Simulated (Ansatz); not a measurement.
# NS (doublet): the correlation ladder at distance N1–S2 = 1.486 Å, cc-pVDZ

Aim: climb from Hartree-Fock through coupled cluster and multireference methods for NS (doublet) at one geometry and basis, and see what each rung misses.

Computed with Ansatz 0.2.0, Gaussian basis. Level: cc-pVDZ, core rule «outside noble gas», up to 6 orbitals frozen.

To be run: UHF; CCSD(T) on ROHF; CCSD(T) on UHF; BCCD(T) on ROHF; CISD; CCSDT(Q) on ROHF; CCSDT(Q) on UHF; CASSCF and MRCISD+Q, 3 electrons in 3 orbitals; CASSCF and NEVPT2, 3 electrons in 3 orbitals; CASSCF and MRCISD+Q, 11 electrons in 8 orbitals; CASSCF and NEVPT2, 11 electrons in 8 orbitals.

27 further runs of the same task are left out: 7 for a known fault of the program, 17 that didn't finish, 3 set aside as unsound or not needed.

## 1. What is computed

The geometry derives from a PBE0/def2-TZVP stationary point (not a proven minimum). One bond is set to the value named and the two fragments are kept rigid.

2 atoms, charge 0, spin multiplicity 2.

Atoms are counted from 1 here; the program's logs count them from 0.

Bond lengths: N1–S2 1.486 Å.

## 2. UHF

File in.yaml:

```yaml
crystal:
  periodic: [false, false, false]
  atoms:
    - {symbol: N, position_ang: [0.000000, 0.000000, 0.000000]}
    - {symbol: S, position_ang: [0.000000, 0.000000, 1.485600]}
basis:
  gaussian: {orbitals: cc-pVDZ}
magnetization: {spin_polarized: true, initial_magnetization: 1}
hamiltonian: {xc: hf}
output: {orbitals: {seedname: orbitals}}
```

On the command line:

```bash
$ ansatz run in.yaml --threads 1 --pin off --events-out ev --progress --plain --max-ram 2393MiB
```

The runs that follow: CCSD(T) on ROHF; CCSD(T) on UHF; BCCD(T) on ROHF; CISD; CCSDT(Q) on ROHF; CCSDT(Q) on UHF; CASSCF and MRCISD+Q, 3 electrons in 3 orbitals; CASSCF and NEVPT2, 3 electrons in 3 orbitals; CASSCF and MRCISD+Q, 11 electrons in 8 orbitals; CASSCF and NEVPT2, 11 electrons in 8 orbitals.

**Question.** What will the summary of the whole plan be? Wanted: UCCSDT(Q) below the RHF energy; RMP2 from UCCSDT(Q); UMP2 from UCCSDT(Q); RCCSD from UCCSDT(Q); RCCSD(T) from UCCSDT(Q); UCCSD(T) from UCCSDT(Q); RCCSDT(Q) from UCCSDT(Q); NEVPT2 pair from UCCSDT(Q); MRCISD+Q pair from UCCSDT(Q).

**Answer**, as computed:

| quantity | value |
| --- | --- |
| UCCSDT(Q) below the RHF energy | -8.5238 eV |
| RMP2 from UCCSDT(Q) | +742.9 meV |
| UMP2 from UCCSDT(Q) | +1571.8 meV |
| RCCSD from UCCSDT(Q) | +424.7 meV |
| RCCSD(T) from UCCSDT(Q) | +58.6 meV |
| UCCSD(T) from UCCSDT(Q) | +90.1 meV |
| RCCSDT(Q) from UCCSDT(Q) | +3.9 meV |
| NEVPT2 pair from UCCSDT(Q) | +862.5 meV |
| MRCISD+Q pair from UCCSDT(Q) | +185.5 meV |
| NEVPT2 valence from UCCSDT(Q) | +1148.4 meV |
| levels within 1 kcal/mol (43 meV) | UCCSDT, RCCSDT(Q), MRCISD+Q valence |
| T1 diagnostic | 0.030 |
| effectively unpaired electrons | 1.07 |

In words: RCCSD(T) misses by +58.6 meV, 0.7 % of the correlation energy. CCSD(T) misses by +58.6 meV on the restricted determinant and by +90.1 meV on the unrestricted one; the two need not hold the same state or core. One determinant dominates. Of the multireference levels listed MRCISD+Q valence comes nearest in total energy (+26.2 meV), which doesn't show that its space is the better one. These misses are within one basis, not against nature; the frozen cores of restricted and unrestricted runs differ, which can shift their rows.
